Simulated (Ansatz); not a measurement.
**SiH (quartet): the correlation ladder, def2-QZVPP**

One table from this session's results is given with a row withheld; the runs are named, their logs left out.

Computed with Ansatz 0.2.0, Gaussian basis. Level: def2-QZVPP, core rule «outside noble gas», up to 5 orbitals frozen.

To be run: UHF; ROHF; CCSD(T) on UHF.

2 further runs of the same task are left out: 2 set aside as unsound or not needed.

### The system

The geometry is a PBE0/def2-TZVP stationary point (not a proven minimum) of the parent state, kept for this charge and spin.

2 atoms, charge 0, spin multiplicity 4.

Atoms are counted from 1 here; the program's logs count them from 0.

Bond lengths: Si1–H2 1.532 Å.

Set-up of the first run:

File in.yaml:

```yaml
crystal:
  periodic: [false, false, false]
  atoms:
    - {symbol: Si, position_ang: [0.000000, 0.000000, 0.000000]}
    - {symbol: H, position_ang: [0.000000, 0.000000, 1.531705]}
basis:
  gaussian: {orbitals: "def2-QZVPP.json"}
magnetization: {spin_polarized: true, initial_magnetization: 3}
hamiltonian: {xc: hf}
output: {orbitals: {seedname: orbitals}}
```

On the command line:

```bash
$ ansatz run in.yaml --threads 1 --pin off --events-out ev --progress --plain --max-ram 4096MiB --backend cpu
```

Steps of the session up to this table: UHF; ROHF; CCSD(T) on UHF.

One table of the session follows, with a row left open; its other results are not shown here.

| method | from UCCSD(T) (kcal/mol) |
| --- | --- |
| ROHF | +55.47 |
| UHF | +54.65 |
| UMP2 | +13.11 |
| UCCSD | ? |
| UCCSD(T) | 0 |

Q: Estimate the row for UCCSD from the others.

The run gave: from UCCSD(T) (kcal/mol): +2.12. In the column «from UCCSD(T) (kcal/mol)» it lies between UCCSD(T) (0) and UMP2 (+13.11).
